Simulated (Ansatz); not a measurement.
in.yaml

```yaml
crystal:
  periodic: [false, false, false]
  atoms:
    - {symbol: W, position_ang: [0.000000, 0.000000, 0.000000]}
    - {symbol: H, position_ang: [0.000000, 0.000000, 1.629000]}
basis:
  gaussian: {orbitals: def2-TZVP}
total_charge: 1
magnetization: {spin_polarized: true, initial_magnetization: 6}
hamiltonian: {xc: {name: wB97M-V}}
output: {forces: true, orbitals: {seedname: orbitals}}
```

```sh
$ ansatz run in.yaml --threads 1 --pin off --events-out ev --progress --plain --max-ram 2393MiB
```

Output:

```
  # Of w^i u^j: cxij and so on, Table III.
  gx(w, u) = 1 - cx + cx01*u + cx10*w
  gss(w, u) = css00 + css04*u^4 + css10*w + css20*w^2 + css43*w^4*u^3
  gos(w, u) = cos00 + cos10*w + (cos20 + cos21*u)*w^2 + (cos60 + cos61*u)*w^6
      + integral(e_c_pw_mod_opposite_spin*gos(b97_w_opposite, b97_u_opposite)) + vv10(b, c)
412 factors; their error is unknown
96 factors; integrals over basis functions are off by at most 2.7e-5 eV
mean field evaluation 1: about -1822.4900 eV, gradient 1.9e1 eV
mean field evaluation 2: about -1823.9226 eV, gradient 9.7e0 eV
mean field evaluation 4: about -1824.2900 eV, gradient 2.8e-1 eV
mean field evaluation 8: about -1824.2967 eV, gradient 5.5e-2 eV
mean field evaluation 16: about -1824.2969 eV, gradient 4.4e-5 eV
mean field -1824.29687756 eV, -67.0416736975 hartree, gradient 4.4e-5 eV, S^2 12.001773; 0 other end points of the search recorded, 0 dependent functions left out
the calculation of the forces begins
reference -1824.29691705 eV, -67.0416751487 hartree; 10, 4 occupied and 36, 42 virtual orbitals, 412 factors
Total energy: -1824.29691705 eV, -67.0416751487 hartree
Atom 0 at     0.000000     0.000000     0.000000 Å, force    -0.000000     0.000000    -4.145801 eV/Å
Atom 1 at     0.000000     0.000000     1.629000 Å, force     0.000000     0.000000     4.145801 eV/Å
Dipole moment:    -0.000000     0.000000     0.117680 e Å
```

Forces (eV/Å):
```
W    0.000  0.000 -4.146
H    0.000  0.000  4.146
```

Ran on 1 thread of Arm Neoverse N1, shared host: 11 s wall, 0.21 GiB peak host memory.
